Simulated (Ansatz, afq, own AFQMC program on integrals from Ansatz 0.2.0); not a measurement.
**BSiH3, singlet in cc-pVDZ, levels against CCSDT(Q)**

```yaml
atoms:
  - { symbol: Si, position_ang: [0.0000, 0.0000, 0.4649] }
  - { symbol: B, position_ang: [0.0000, 0.0000, -1.2131] }
  - { symbol: H, position_ang: [0.0000, 1.2660, 1.2258] }
  - { symbol: H, position_ang: [0.0000, -1.2660, 1.2258] }
  - { symbol: H, position_ang: [0.0000, 0.0000, -2.3925] }
```

Connectivity, by distances: SiH2–BH.

Basis cc-pVDZ. Noble-gas cores (and the filled d shells of Ga–Kr and In–Xe) are frozen. Integrals, coupled cluster, full CI and functionals: Ansatz 0.2.0; the random walks run on the same integrals in our own AFQMC program. The CISD trial takes its coefficients from CCSD amplitudes. Released means that phaseless walkers are propagated on without the constraint, phases kept. Uncertainties: one standard error, sampling alone.

Determinant: RHF, the one that the program's search chose, which needn't be the lowest solution. The geometry is a point of a scan.

No full CI on the walks' own integrals is used here; CCSDT(Q) serves as the reference and is uncertain by about the last step of the cluster series.

Cautions: restricted determinant unstable towards unrestricted (UHF 4 meV lower, ⟨S²⟩ 0.13).

- T1 diagnostic: 0.0176
- weight of the determinant in the CISD state: 0.871
- size of the correlated space: 10 electrons in 41 orbitals

| level | correlation energy (eV) |
| --- | --- |
| MP2 | -4.6328 |
| CCSD | -5.6801 |
| CCSD(T) | -5.8667 |

**Question.** Estimate where phaseless AFQMC with a CISD trial lies against CCSD(T) on the same integrals.

**Answer.** 55.5 ± 12.8 meV below CCSD(T).

Reference: CCSDT(Q), correlation energy -5.912 eV. The released energy is read at 2.40 1/Eh (meV from the phaseless value at times in 1/Eh: -3 ± 13 at 0.24, -4 ± 11 at 0.51, 3 ± 12 at 0.99, -13 ± 12 at 1.62, -8 ± 13 at 2.40).

```tsv
level	E − E(reference) (meV)	share of correlation (%)
CCSD(T)	44.8	99.24
CCSDT	10.8	99.82
ph-AFQMC/CISD	-10.6 ± 12.8	100.18
released AFQMC	-18.4 ± 12.8	100.31
```

A walk keeps the symmetry of its determinant, which the program's search chose and which needn't be the lowest solution, so a lower state of the same spin and another symmetry isn't excluded. Released energies are given only where the last usable release times agree within the noise; a slower fall can still hide under it.
